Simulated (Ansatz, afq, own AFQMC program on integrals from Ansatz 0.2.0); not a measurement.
# Where AFQMC and coupled cluster stand for BH4, doublet

```xyz
5

H    -2.2119    0.0000    0.0000
H    -1.4669    0.0000    0.0000
B     0.2091    0.0000    0.0000
H     0.7182    0.0000    1.0770
H     0.7182    0.0000   -1.0770
```

Basis cc-pVTZ. Noble-gas cores (and the filled d shells of Ga–Kr and In–Xe) are frozen. Integrals, coupled cluster, full CI and functionals: Ansatz 0.2.0; the random walks run on the same integrals in our own AFQMC program. The CISD trial takes its coefficients from CCSD amplitudes. Released means that phaseless walkers are propagated on without the constraint, phases kept. ± is one standard error of the sampling.

Determinant: UHF, the one that the program's search chose, which needn't be the lowest solution. The geometry is a point of a scan.

No full CI on the walks' own integrals is used here; CCSDT(Q) serves as the reference and is uncertain by about the last step of the cluster series.

* T1 diagnostic: 0.0120
* weight of the determinant in the CISD state: 0.930
* ⟨S²⟩ of the determinant: 0.765
* size of the correlated space: 7 electrons in 85 orbitals

Reference: CCSDT(Q), correlation energy -4.132 eV. The released energy is read at 2.40 1/Eh (meV from the phaseless value at times in 1/Eh: -1.3 ± 1.3 at 0.24, -4.5 ± 1.7 at 0.51, -6.5 ± 1.3 at 0.99, -4.9 ± 1.5 at 1.62, -8.6 ± 1.7 at 2.40).

```json
{"level": "HF", "E − E(reference) (kJ/mol)": "398.7", "share of correlation (%)": "0.00"}
{"level": "MP2", "E − E(reference) (kJ/mol)": "79.0", "share of correlation (%)": "80.17"}
{"level": "CCSD", "E − E(reference) (kJ/mol)": "9.1", "share of correlation (%)": "97.72"}
{"level": "CCSD(T)", "E − E(reference) (kJ/mol)": "1.7", "share of correlation (%)": "99.57"}
{"level": "CCSDT", "E − E(reference) (kJ/mol)": "0.1", "share of correlation (%)": "99.96"}
{"level": "ph-AFQMC/CISD", "E − E(reference) (kJ/mol)": "0.7 ± 0.1", "share of correlation (%)": "99.83"}
{"level": "released AFQMC", "E − E(reference) (kJ/mol)": "-0.1 ± 0.2", "share of correlation (%)": "100.04"}
```

A walk keeps the symmetry of its determinant, which the program's search chose and which needn't be the lowest solution, so a lower state of the same spin and another symmetry isn't excluded. Released energies are given only where the last usable release times agree within the noise; a slower fall can still hide under it.
